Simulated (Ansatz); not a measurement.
System: bcc Na. Method: PBEsol (Ansatz, an electronic-structure program, plane waves, PAW).

Run with plane-wave cutoff 520 eV, 16×16×16 k mesh, Fermi–Dirac smearing 0.1 eV, perturbation theory, scalar-relativistic PAW data made under PBE.

Computed at the level's own relaxed cell.

```
CELL_PARAMETERS angstrom
     -2.08580     2.08580     2.08580
      2.08580    -2.08580     2.08580
      2.08580     2.08580    -2.08580
ATOMIC_POSITIONS crystal
  Na 0.00000 0.00000 0.00000
```

Harmonic phonon frequencies (cm⁻¹; i marks an imaginary mode):

```tsv
q point	frequencies
H	126 126 126
N	29 88 132
P	100 100 100
```

No imaginary mode appears at these points.
